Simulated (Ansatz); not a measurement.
# CAl: the cost of one run

Method: def2-QZVPP, core rule «outside noble gas», up to 6 orbitals frozen; program: Ansatz 0.2.0, Gaussian basis.

The runs, in order: UHF; ROHF; CCSD(T) on UHF.

### 1 The system

The geometry is a PBE0/def2-TZVP stationary point (not a proven minimum) of the parent state, kept for this charge and spin.

2 atoms, charge 1, spin multiplicity 3.

Atoms are counted from 1 here; the program's logs count them from 0.

Bond lengths: Al1–C2 1.967 Å.

### 2 UHF

The input, in.yaml:

```yaml
crystal:
  periodic: [false, false, false]
  atoms:
    - {symbol: Al, position_ang: [0.000000, 0.000000, 0.000000]}
    - {symbol: C, position_ang: [0.000000, 0.000000, 1.966767]}
basis:
  gaussian: {orbitals: "def2-QZVPP.json"}
total_charge: 1
magnetization: {spin_polarized: true, initial_magnetization: 2}
hamiltonian: {xc: hf}
output: {orbitals: {seedname: orbitals}}
```

Run with:

```sh
> ansatz run in.yaml --threads 1 --pin off --events-out ev --progress --plain --max-ram 4096MiB --backend cpu
```

**Question.** How long does this run take on 1 thread of AMD EPYC 7R13, shared host, and how much memory does it need?

About 8.5 s, with a peak of 0.25 GiB.
